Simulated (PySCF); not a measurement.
# H6NPSi: fields and orbitals

For H6NPSi, the scripts below pull one bond apart with RHF, UHF and CASSCF, see where an electron leaves and enters, measure its response to a uniform field and analyse its density (charges, bond critical points, surface potential).

Computed with PySCF 2.14.0. Level: levels as typed in each script, gas phase, geometry from GFN2-xTB.

## 1. The starting structure

SMILES `N[SiH2]P`, 9 atoms, charge 0, spin multiplicity 1.

Bond lengths: N1–Si2 1.719 Å, N1–H4 1.008 Å, N1–H5 1.006 Å, Si2–P3 2.241 Å, Si2–H6 1.465 Å, Si2–H7 1.473 Å, P3–H8 1.381 Å, P3–H9 1.381 Å. Angles: Si2–N1–H4 119.4°, Si2–N1–H5 119.7°, H4–N1–H5 110.4°, N1–Si2–P3 103.9°, N1–Si2–H6 105.7°, N1–Si2–H7 116.7°, P3–Si2–H6 115.1°, P3–Si2–H7 106.6°, H6–Si2–H7 109.1°, Si2–P3–H8 94.5°, Si2–P3–H9 95.6°, H8–P3–H9 92.5°.

Coordinates:

```xyz
9

N     1.6405   -0.7557    0.0525
Si    0.5978    0.6097   -0.0035
P    -1.4556   -0.2858   -0.0823
H     1.3838   -1.5949   -0.4425
H     2.6377   -0.6228    0.0242
H     0.8914    1.3840    1.2049
H     0.7207    1.4870   -1.1800
H    -2.1064    0.9264    0.0379
H    -1.5461   -0.5375    1.2722
```

## 2. Stretching a bond (6-31+g*)

File input.py:

```python
import numpy as np
from pyscf import gto, scf, mcscf

mol = gto.M(atom='''
N      1.64054    -0.75571     0.05254
Si     0.59775     0.60968    -0.00352
P     -1.45556    -0.28585    -0.08234
H      1.38380    -1.59492    -0.44253
H      2.63766    -0.62279     0.02417
H      0.89136     1.38396     1.20495
H      0.72070     1.48699    -1.18001
H     -2.10641     0.92640     0.03786
H     -1.54611    -0.53751     1.27216
''', basis='6-31+g*', charge=0, spin=0, verbose=4)
# stretch the bond between atoms 1 and 4, from long to short, fragments rigid
a, b, move = 0, 3, [3]
xyz = mol.atom_coords(unit='Angstrom')
u = xyz[b] - xyz[a]
r0 = np.linalg.norm(u)
rows, last, dm_u = [], None, None
for r in [2.86, 2.24, 1.84, 1.58, 1.38, 1.22, 1.12, 1.02, 0.94]:
    new = xyz.copy()
    new[move] += u / r0 * (r - r0)
    m = mol.set_geom_(new, unit='Angstrom', inplace=False)
    rhf = scf.RHF(m).density_fit(auxbasis='def2-universal-jkfit').run()
    uhf = scf.UHF(m).density_fit(auxbasis='def2-universal-jkfit').newton()
    if dm_u is None:
        c = rhf.mo_coeff
        h = m.nelectron // 2 - 1
        ca, cb = c.copy(), c.copy()
        ca[:, h], cb[:, h] = (c[:, h] + c[:, h + 1]) / 2**.5, (c[:, h] - c[:, h + 1]) / 2**.5
        dm_u = np.array([x[:, :h + 1] @ x[:, :h + 1].T for x in (ca, cb)])
    uhf.kernel(dm0=dm_u)
    for _ in range(3):
        c, _, stable, _ = uhf.stability(return_status=True)
        if stable:
            break
        uhf.kernel(c, uhf.mo_occ)
    dm_u = uhf.make_rdm1()
    mc = mcscf.CASSCF(rhf, 2, 2)
    mc.natorb = True
    mc.fix_spin_(ss=0)
    guess = mcscf.addons.make_natural_orbitals(uhf)[1] if last is None else mcscf.project_init_guess(mc, last.mo_coeff, last.mol)
    mc.kernel(guess)
    last = mc
    act = slice(mc.ncore, mc.ncore + mc.ncas)
    print('r %.3f  RHF %.6f  UHF %.6f  <S^2> %.3f  CASSCF %.6f  occupations' % (r, rhf.e_tot, uhf.e_tot, uhf.spin_square()[0], mc.e_tot), mc.mo_occ[act].round(4))
    rows.append((new, rhf.e_tot, uhf.e_tot, uhf.spin_square()[0], mc.e_tot, mc.mo_occ[act], mc.mo_coeff[:, act], dm_u[0] - dm_u[1], rhf.converged and uhf.converged and mc.converged))
    np.savez('result.npz', **{k: [row[i] for row in rows] for i, k in enumerate('xyz rhf uhf s2 cas occ c spin ok'.split())})
```

The run is started by

```sh
OMP_NUM_THREADS=1 python input.py
```

## 4. Removing and adding an electron (wB97X/def2-tzvp)

File input.py:

```python
import numpy as np
from pyscf import gto, scf, dft
from pyscf.scf import atom_ks, atom_hf
from scipy.linalg import block_diag

def solve(mol, dm0=None, hcore=None):
    mf = (dft.UKS if mol.spin else dft.RKS)(mol, xc='wb97x')
    mf.grids.level = 3
    mf = mf.density_fit(auxbasis='def2-universal-jkfit')
    mf.conv_tol, mf.max_cycle = 1e-8, 80
    if hcore is not None:
        mf.get_hcore = lambda *args: hcore
    mf.kernel(dm0)
    if not mf.converged:
        mf = mf.newton().run(mf.mo_coeff, mf.mo_occ, max_cycle=30)
    assert mf.converged, 'SCF not converged'
    return mf

mol = gto.M(atom='''
N      1.64054    -0.75571     0.05254
Si     0.59775     0.60968    -0.00352
P     -1.45556    -0.28585    -0.08234
H      1.38380    -1.59492    -0.44253
H      2.63766    -0.62279     0.02417
H      0.89136     1.38396     1.20495
H      0.72070     1.48699    -1.18001
H     -2.10641     0.92640     0.03786
H     -1.54611    -0.53751     1.27216
''', basis='def2-tzvp', charge=0, spin=0, verbose=4)
mf = solve(mol)
out = dict(e0=mf.e_tot, dm0=mf.make_rdm1(), c=mf.mo_coeff, occ=mf.mo_occ, eps=mf.mo_energy)
for name, dq, spin in [('cation', 1, 1), ('anion', -1, 1)]:
    ion = mol.copy().set(charge=mol.charge + dq, spin=spin).build()
    mi = solve(ion)
    if spin and dq > 0 and mol.nao < 130:
        c, _, stable, _ = mi.stability(return_status=True)
        if not stable:
            mi = solve(ion, mi.make_rdm1(c, mi.mo_occ))
    print(name, 'vertical energy change / eV', (mi.e_tot - mf.e_tot) * 27.211386)
    out.update({'e_' + name: mi.e_tot, 'dm_' + name: mi.make_rdm1(), 's2_' + name: mi.spin_square()[0], 'eps_' + name: mi.mo_energy, 'occ_' + name: mi.mo_occ})
# spherically averaged free atoms, for the promolecule
atm = atom_ks.get_atm_nrks(mol, xc='wb97x')
pro = block_diag(*[(atm[a[0]][2] * atm[a[0]][3]) @ atm[a[0]][2].T for a in mol._atom])
np.savez('result.npz', pro=pro, **out)
```

## 6. Response to an electric field (TPSS/def2-svpd)

File input.py:

```python
import numpy as np
from pyscf import gto, scf, dft
from pyscf.scf import atom_ks, atom_hf
from scipy.linalg import block_diag

def solve(mol, dm0=None, hcore=None):
    mf = (dft.UKS if mol.spin else dft.RKS)(mol, xc='tpss')
    mf.grids.level = 3
    mf = mf.density_fit(auxbasis='def2-universal-jkfit')
    mf.conv_tol, mf.max_cycle = 1e-8, 80
    if hcore is not None:
        mf.get_hcore = lambda *args: hcore
    mf.kernel(dm0)
    if not mf.converged:
        mf = mf.newton().run(mf.mo_coeff, mf.mo_occ, max_cycle=30)
    assert mf.converged, 'SCF not converged'
    return mf

mol = gto.M(atom='''
N      1.64054    -0.75571     0.05254
Si     0.59775     0.60968    -0.00352
P     -1.45556    -0.28585    -0.08234
H      1.38380    -1.59492    -0.44253
H      2.63766    -0.62279     0.02417
H      0.89136     1.38396     1.20495
H      0.72070     1.48699    -1.18001
H     -2.10641     0.92640     0.03786
H     -1.54611    -0.53751     1.27216
''', basis='def2-svpd', charge=0, spin=0, verbose=4)
field = np.array([-0.004, -0.0, -0.0])  # atomic units
mol.set_common_orig(mol.atom_charges() @ mol.atom_coords() / mol.atom_charges().sum())
mf = solve(mol)
out = dict(dm0=mf.make_rdm1(), d0=mf.dip_moment(unit='AU'), e0=mf.e_tot)
for name, sign in (('p', 1), ('m', -1)):
    h = mf.get_hcore() + sign * np.einsum('x,xij->ij', field, mol.intor('int1e_r'))
    mi = solve(mol, mf.make_rdm1(), h)
    out.update({'dm' + name: mi.make_rdm1(), 'd' + name: mi.dip_moment(unit='AU'), 'e' + name: mi.e_tot})
# spherically averaged free atoms, for the promolecule
atm = atom_ks.get_atm_nrks(mol, xc='tpss')
pro = block_diag(*[(atm[a[0]][2] * atm[a[0]][3]) @ atm[a[0]][2].T for a in mol._atom])
np.savez('result.npz', pro=pro, **out)
```

## 8. Density, bond paths and surface potential (B3LYP/def2-tzvp)

File input.py:

```python
import numpy as np
from pyscf import gto, scf, dft
from pyscf.scf import atom_ks, atom_hf
from scipy.linalg import block_diag

def solve(mol, dm0=None, hcore=None):
    mf = (dft.UKS if mol.spin else dft.RKS)(mol, xc='b3lyp')
    mf.grids.level = 3
    mf = mf.density_fit(auxbasis='def2-universal-jkfit')
    mf.conv_tol, mf.max_cycle = 1e-8, 80
    if hcore is not None:
        mf.get_hcore = lambda *args: hcore
    mf.kernel(dm0)
    if not mf.converged:
        mf = mf.newton().run(mf.mo_coeff, mf.mo_occ, max_cycle=30)
    assert mf.converged, 'SCF not converged'
    return mf

mol = gto.M(atom='''
N      1.64054    -0.75571     0.05254
Si     0.59775     0.60968    -0.00352
P     -1.45556    -0.28585    -0.08234
H      1.38380    -1.59492    -0.44253
H      2.63766    -0.62279     0.02417
H      0.89136     1.38396     1.20495
H      0.72070     1.48699    -1.18001
H     -2.10641     0.92640     0.03786
H     -1.54611    -0.53751     1.27216
''', basis='def2-tzvp', charge=0, spin=0, verbose=4)
mf = solve(mol)
mf.analyze()
# spherically averaged free atoms, for the promolecule
atm = atom_ks.get_atm_nrks(mol, xc='b3lyp')
pro = block_diag(*[(atm[a[0]][2] * atm[a[0]][3]) @ atm[a[0]][2].T for a in mol._atom])
np.savez('result.npz', e=mf.e_tot, c=mf.mo_coeff, occ=mf.mo_occ, eps=mf.mo_energy, pro=pro, dip=mf.dip_moment(verbose=0), s2=mf.spin_square()[0])
```

(Steps that only read results are left out.)

Q: Predict the outcome of this session. Wanted: vertical ionisation energy; vertical electron affinity; polarisability along the field; dipole moment; HOMO, LUMO.

The runs gave:

| quantity | value |
| --- | --- |
| cost of the stretch to 2.9 Å, CASSCF and RHF (6-31+g*) | 4.4 and 8.2 eV |
| vertical ionisation energy (wB97X/def2-tzvp) | 9.61 eV |
| vertical electron affinity (wB97X/def2-tzvp) | -2.03 eV |
| polarisability along the field (TPSS/def2-svpd) | 75.6 bohr³ |
| dipole moment (B3LYP/def2-tzvp) | 1.10 D |
| HOMO, LUMO (B3LYP/def2-tzvp) | -7.12, -0.11 eV |

RHF rises too steeply at long distance, since it keeps both electrons in one orbital and so mixes in ionic fragments. The ionisation energy from two SCF runs, 9.61 eV, lies 0.1 eV below −ε(HOMO) = 9.68 eV of the same level, wB97X/def2-tzvp. At B3LYP/def2-tzvp: The highest Hirshfeld charge is on Si2 (+0.33 e), the lowest on N1 (−0.32 e). All values hold at the given geometry, in the gas phase.
